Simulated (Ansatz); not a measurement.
```yaml
atoms:
  - { symbol: C, position_ang: [0.0000, 0.0000, 0.0000] }
  - { symbol: C, position_ang: [1.1691, 0.6750, 0.0000] }
  - { symbol: C, position_ang: [2.4249, -0.0500, 0.0000] }
  - { symbol: C, position_ang: [3.5940, 0.6250, 0.0000] }
  - { symbol: C, position_ang: [4.2219, 0.9875, -1.2557] }
  - { symbol: C, position_ang: [5.3910, 1.6625, -1.2557] }
  - { symbol: H, position_ang: [0.0000, -1.0900, 0.0000] }
  - { symbol: H, position_ang: [-0.9440, 0.5450, 0.0000] }
  - { symbol: H, position_ang: [1.1691, 1.7650, 0.0000] }
  - { symbol: H, position_ang: [2.4249, -1.1400, 0.0000] }
  - { symbol: H, position_ang: [4.0660, 0.8975, 0.9440] }
  - { symbol: H, position_ang: [3.7499, 0.7150, -2.1997] }
  - { symbol: H, position_ang: [5.8630, 1.9350, -0.3118] }
  - { symbol: H, position_ang: [5.8630, 1.9350, -2.1997] }
```

Basis set: def2-TZVP. Charge 0. Computed with Ansatz (development build ahead of 0.2.0); the lowest solution found for each multiplicity.

(1) How do the multiplicities compare at this shape? Give, from the lowest of each method, PBE0 (unrestricted) for 1, 3; PBE0 (restricted) for 1, 3; HF (unrestricted) for 1, 3; HF (restricted) for 1, 3.

Answers

(1)

```tsv
method	multiplicity	E (eV)	<S²>
PBE0, unrestricted	1	0.000	1.08
PBE0, unrestricted	3	0.033	2.07
PBE0, restricted	1	0.940	0.00
PBE0, restricted	3	0.000	2.00
HF, unrestricted	1	0.000	1.43
HF, unrestricted	3	0.127	2.39
HF, restricted	1	1.981	0.00
HF, restricted	3	0.000	2.00
```

Caution: other spin multiplicities may lie lower. Caution for PBE0, unrestricted, HF, unrestricted: the unrestricted determinant is a mixture of spin states. Caution for PBE0, restricted, HF, restricted: an unrestricted determinant lies well below. Caution for HF, unrestricted: the unrestricted determinant is spin contaminated.
